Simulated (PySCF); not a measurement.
Molecule: `p12p3p1p23`, P$_{4}$.

Atoms are numbered as in `[p:1]12[p:2]3[p:3]1[p:4]23`.

Geometry PBE0-D3(BJ)/def2-SVP throughout; GIAO in PySCF, gas phase, one conformer, non-relativistic; equivalent atoms averaged; functional PBE0.

Problem. How do the absolute shieldings σ depend on the basis set? (ppm; last column core-seconds on 1 thread of an Arm Neoverse V1, shared host)

Solution. 
```
    basis set  functions  P1/P2/P3/P4  core-s
       STO-3G         36        865.1     1.3
        6-31G         52        847.9     2.5
       6-31G*         72        870.2     3.4
     def2-SVP         72        877.3     2.7
6-311+G(2d,p)        140        873.6     6.4
    def2-TZVP        148        867.0     7.5
```

Problem. What range do the values span?

Solution. P1/P2/P3/P4 (ring phosphorus): from 847.9 ppm with 6-31G to 877.3 ppm with def2-SVP. 

Problem. Taking the largest basis, def2-TZVP (148 functions), as the yardstick, rank the others by their worst heavy-atom deviation.

Solution. STO-3G 1.9 ppm (36 functions), 6-31G* 3.2 ppm (72 functions), 6-311+G(2d,p) 6.7 ppm (140 functions), def2-SVP 10.3 ppm (72 functions), 6-31G 19.1 ppm (52 functions).

A small basis that lands close on one nucleus may do so by chance; judge by the trend and by all nuclei.
